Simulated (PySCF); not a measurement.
Species: C4H7O2 (doublet state).
Geometry (GFN2-xTB, Å), atoms numbered from 1 in this order:
```xyz
13
C4H7O2 angstrom
C      2.046    0.111   -0.190
O      0.965   -0.111    0.690
C     -0.131   -0.685    0.179
C     -1.447   -0.338    0.745
C     -1.595    0.687   -0.363
O     -1.277    1.857   -0.276
H      2.899    0.384    0.428
H      1.813    0.930   -0.877
H      2.280   -0.790   -0.766
H     -0.039   -1.285   -0.716
H     -1.362    0.120    1.725
H     -2.181   -1.136    0.708
H     -1.977    0.257   -1.305
```

The hyperfine couplings belong to this conformer and change with its torsions.

Identity: `CO[CH]CC=O` [radical].

Computed with UKS B3LYP, pcH-1 on C H O, non-relativistic, mean-field spin-orbit, GIAO in PySCF. The structure is a single GFN2-xTB conformer in the gas phase; no vibrational or solvent corrections. The geometry wasn't refined by DFT: couplings that depend on bond lengths, twists or pyramidal angles can differ widely from those at the functional's own minimum. No stability test was run, so a lower SCF solution isn't excluded.

Problem. The isotropic 13C couplings are +70.2, +44.9, -22.2, +6.3 MHz. Assign them to C1; C3; C4; C5.

Solution. 
| site | a_iso (MHz) | ρ(0) (bohr⁻³) | position | distance from C3 (Å) | spin population | largest \|T\| (MHz) |
| --- | --- | --- | --- | --- | --- | --- |
| C1 | +6.3 | +0.0056 | 2 bonds from C3 | 2.35 | 0.00 | 3.5 |
| C3 | +70.2 | +0.0625 | largest spin population | 0.00 | +0.70 | 122.4 |
| C4 | -22.2 | -0.0197 | 1 bond from C3 | 1.47 | -0.05 | 4.5 |
| C5 | +44.9 | +0.0399 | 2 bonds from C3 | 2.08 | +0.05 | 17.1 |

Problem. The isotropic 17O couplings are -28.9, -14.8 MHz. Assign them to O2; O6.

Solution. 
```tsv
site	a_iso (MHz)	ρ(0) (bohr⁻³)	position	distance from C3 (Å)	spin population	largest |T| (MHz)
O2	-28.9	+0.0476	1 bond from C3	1.34	+0.10	53.7
O6	-14.8	+0.0245	3 bonds from C3	2.83	+0.20	69.7
```

Problem. The isotropic 1H couplings, averaged over equivalent nuclei, are -50.6, +33.3, -7.1, +6.6 MHz. Assign them to H7/H8/H9; H10; H11/H12; H13.

Solution. 
```csv
site,a_iso (MHz),ρ(0) (bohr⁻³),position,distance from C3 (Å),bound to,spin population there,largest |T| (MHz)
H7/H8/H9,+6.6,+0.0015,"γ, 3 bonds from C3",2.85,C1,0.00,5.7
H10,-50.6,-0.0113,"α, 1 bond from C3",1.08,C3,+0.70,29.7
H11/H12,+33.3,+0.0075,"β, 2 bonds from C3",2.15,C4,-0.05,6.0
H13,-7.1,-0.0016,"γ, 3 bonds from C3",2.55,C5,+0.05,6.6
```

ρ(0) is the spin density at the nucleus and T the dipolar tensor; entries for several nuclei are means. The largest Mulliken spin populations are on C3 (+0.70), O6 (+0.20) and O2 (+0.10). The angles at C3 add up to 359.5°, so it is planar; its axial dipolar tensor and the negative coupling of its proton fit spin in a p orbital normal to that plane.

β density exceeds α density at some nuclei, such as C4 (-0.0197), H10 (-0.0113) and H13 (-0.0016), spin density in bohr⁻³. In a single determinant that takes different orbitals for the two spins, that is spin polarisation.

Means are taken over nuclei equivalent by connectivity, which assumes that they swap fast. The three 1H nuclei of mean +6.6 MHz run from -2.4 to 13.1 MHz in the frozen geometry. The 1H value of +33.3 MHz is a mean of couplings from 16.8 to 49.8 MHz in this one geometry, not an average over conformers.
